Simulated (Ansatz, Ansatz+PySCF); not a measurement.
```
atom   x (Å)   y (Å)    z (Å)
   H  0.0000  0.0000  -1.4287
   C  0.0000  0.0000  -0.4385
   C  0.0000  0.0000   0.6767
```

UHF on doublet C2H was run in several spherical basis sets with Ansatz (development build ahead of 0.2.0). Caution for UHF: the unrestricted determinant is spin contaminated.

(1) Rank the basis sets by the total energy that they give, lowest first, with the distance from the lowest.
A. 6-31G(d)
B. def2-TZVP
C. def2-SVP
D. cc-pVTZ
E. cc-pVDZ

## Answers

(1) B (0.00 eV), D (0.06 eV), E (0.81 eV), A (0.93 eV), C (2.55 eV).

Totals follow the description of the cores as much as that of the bonds, so this order isn't one of quality for chemistry.
